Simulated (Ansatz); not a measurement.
Species, as SMILES: O (H2O).
Atoms: O1, H2, H3. Bonds: O1-H2, O1-H3.

Basis-set convergence of the optimised O1-H2 bond length at PBE with Ansatz (a first-principles code). Cartesian d functions, on some or all atoms, in 6-31G*, 6-31+G*; all else is spherical. The program fits the integrals of some runs and decomposes those of others, by size. No added dispersion term, no relativity. Reference: the value in pcseg-4, 0.9689 Å, itself unsure by roughly 0.0001 Å (its mean distance from aug-pcseg-3, aug-cc-pVQZ, cc-pV5Z). Deviations are taken from unrounded values.

```json
[
 {"basis": "6-31G*", "functions": "19", "optimised O1-H2 bond length (Å)": "0.9768"},
 {"basis": "6-31+G*", "functions": "23", "optimised O1-H2 bond length (Å)": "0.9769"},
 {"basis": "cc-pVDZ", "functions": "24", "optimised O1-H2 bond length (Å)": "0.9770"},
 {"basis": "aug-cc-pVDZ", "functions": "41", "optimised O1-H2 bond length (Å)": "0.9732"},
 {"basis": "def2-SVP", "functions": "24", "optimised O1-H2 bond length (Å)": "0.9747"},
 {"basis": "def2-SVPD", "functions": "39", "optimised O1-H2 bond length (Å)": "0.9721"},
 {"basis": "pcseg-1", "functions": "24", "optimised O1-H2 bond length (Å)": "0.9763"},
 {"basis": "aug-pcseg-1", "functions": "41", "optimised O1-H2 bond length (Å)": "0.9740"},
 {"basis": "6-311G**", "functions": "30", "optimised O1-H2 bond length (Å)": "0.9700"},
 {"basis": "6-311+G**", "functions": "34", "optimised O1-H2 bond length (Å)": "0.9700"},
 {"basis": "def2-TZVP", "functions": "43", "optimised O1-H2 bond length (Å)": "0.9710"},
 {"basis": "def2-TZVPD", "functions": "58", "optimised O1-H2 bond length (Å)": "0.9718"},
 {"basis": "cc-pVTZ", "functions": "58", "optimised O1-H2 bond length (Å)": "0.9697"},
 {"basis": "aug-cc-pVTZ", "functions": "92", "optimised O1-H2 bond length (Å)": "0.9703"},
 {"basis": "pcseg-2", "functions": "58", "optimised O1-H2 bond length (Å)": "0.9689"},
 {"basis": "aug-pcseg-2", "functions": "92", "optimised O1-H2 bond length (Å)": "0.9693"},
 {"basis": "def2-TZVPP", "functions": "59", "optimised O1-H2 bond length (Å)": "0.9692"},
 {"basis": "def2-TZVPPD", "functions": "74", "optimised O1-H2 bond length (Å)": "0.9695"},
 {"basis": "cc-pVQZ", "functions": "115", "optimised O1-H2 bond length (Å)": "0.9687"},
 {"basis": "aug-cc-pVQZ", "functions": "172", "optimised O1-H2 bond length (Å)": "0.9691"},
 {"basis": "def2-QZVPP", "functions": "117", "optimised O1-H2 bond length (Å)": "0.9686"},
 {"basis": "def2-QZVPPD", "functions": "132", "optimised O1-H2 bond length (Å)": "0.9690"},
 {"basis": "pcseg-3", "functions": "126", "optimised O1-H2 bond length (Å)": "0.9689"},
 {"basis": "aug-pcseg-3", "functions": "183", "optimised O1-H2 bond length (Å)": "0.9689"}
]
```

What the diffuse functions change, pair by pair:
- 6-31G* to 6-31+G*: 4 more functions, deviation 0.0079 to 0.0080 Å
- cc-pVDZ to aug-cc-pVDZ: 17 more functions, deviation 0.0081 to 0.0043 Å
- def2-SVP to def2-SVPD: 15 more functions, deviation 0.0058 to 0.0032 Å
- pcseg-1 to aug-pcseg-1: 17 more functions, deviation 0.0074 to 0.0051 Å
- 6-311G** to 6-311+G**: 4 more functions, deviation 0.0012 to 0.0011 Å
- def2-TZVP to def2-TZVPD: 15 more functions, deviation 0.0022 to 0.0029 Å
- cc-pVTZ to aug-cc-pVTZ: 34 more functions, deviation 0.0008 to 0.0014 Å
- pcseg-2 to aug-pcseg-2: 34 more functions, deviation 0.0000 to 0.0004 Å
- def2-TZVPP to def2-TZVPPD: 15 more functions, deviation 0.0003 to 0.0006 Å
- cc-pVQZ to aug-cc-pVQZ: 57 more functions, deviation -0.0002 to 0.0002 Å
- def2-QZVPP to def2-QZVPPD: 15 more functions, deviation -0.0002 to 0.0001 Å
- pcseg-3 to aug-pcseg-3: 57 more functions, deviation 0.0000 to 0.0001 Å

They bring the value nearer the reference by more than 0.0001 Å in 4 of 12 pairs.
